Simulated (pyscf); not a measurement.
PySCF, gas phase, ωB97X-D3(BJ)/def2-SVP geometries.

Question: For O=Cr(=O)(OH)–Br (SMILES [O]=[Cr](=[O])([OH])[Br]) + H₂O (SMILES O) -> O=Cr(=O)(OH)–OH (SMILES [O]=[Cr](=[O])([OH])[OH]) + HBr (SMILES Br), a four-centre exchange (singlet surface; Br–Cr, H–O broken, Cr–O, Br–H formed), PBE/def2-TZVP gives ΔE‡ = 0.53 eV and ΔE = +0.30 eV (zero: the separated reactants). In which direction and how far do r²SCAN/def2-TZVP, M06-2X/def2-TZVP, ωB97M-D3(BJ)/def2-TZVP move these?

Answer: r²SCAN: ΔE‡ = 0.51 eV, ΔE = +0.30 eV; M06-2X: ΔE‡ = 0.61 eV, ΔE = +0.40 eV; ωB97M-D3(BJ): ΔE‡ = 0.66 eV, ΔE = +0.32 eV. PBE's barrier lies among them. Its reaction energy matches one of them and lies within 0.09 eV of the others. On the product side the descent ends in a complex, 0.24 eV under the separated species and 0.48 eV under the saddle at ωB97X-D3(BJ)/def2-TZVP. One saddle was located; it need not be the lowest between these sides. Elements up to Kr have no core potential and no relativistic terms here.
